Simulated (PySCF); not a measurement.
isobutene (C4H8), SMILES C=C(C)C.

Coordinates come from a PBE-D3(BJ)/def2-SVP optimisation.

Method: PBE-D3(BJ)/def2-SVP (PySCF).

Frequencies are harmonic and unscaled.

| mode | ν (cm⁻¹) | IR (km/mol) | moving atoms (share of kinetic energy) |
|---|---|---|---|
| 1 | 169 | 0.0 | H 98 % |
| 2 | 209 | 1.2 | H 92 % |
| 3 | 374 | 0.3 | C 57 %, H 43 % |
| 4 | 425 | 1.1 | C 55 %, H 45 % |
| 5 | 430 | 8.0 | C 56 %, H 44 % |
| 6 | 675 | 0.0 | H 100 % |
| 7 | 817 | 0.3 | C 75 %, H 25 % |
| 8 | 871 | 36.2 | H 73 %, C 27 % |
| 9 | 921 | 0.2 | H 76 %, C 24 % |
| 10 | 950 | 0.2 | H 61 %, C 39 % |
| 11 | 970 | 0.0 | H 79 %, C 21 % |
| 12 | 1033 | 5.1 | H 65 %, C 35 % |
| 13 | 1050 | 0.8 | H 55 %, C 45 % |
| 14 | 1254 | 2.4 | C 54 %, H 46 % |
| 15 | 1337 | 0.9 | H 83 %, C 17 % |
| 16 | 1348 | 10.5 | H 54 %, C 46 % |
| 17 | 1367 | 1.1 | H 85 %, C 15 % |
| 18 | 1389 | 0.0 | H 96 % |
| 19 | 1400 | 5.3 | H 96 % |
| 20 | 1409 | 17.5 | H 97 % |
| 21 | 1420 | 11.6 | H 93 % |
| 22 | 1683 | 18.0 | C 90 %, H 10 % |
| 23 | 2950 | 18.2 | H 97 % |
| 24 | 2955 | 31.4 | H 97 % |
| 25 | 3018 | 0.0 | H 91 %, C 9 % |
| 26 | 3019 | 30.7 | H 91 %, C 9 % |
| 27 | 3069 | 2.7 | H 94 % |
| 28 | 3072 | 15.7 | H 91 %, C 9 % |
| 29 | 3073 | 17.1 | H 91 %, C 9 % |
| 30 | 3165 | 13.3 | H 89 %, C 11 % |
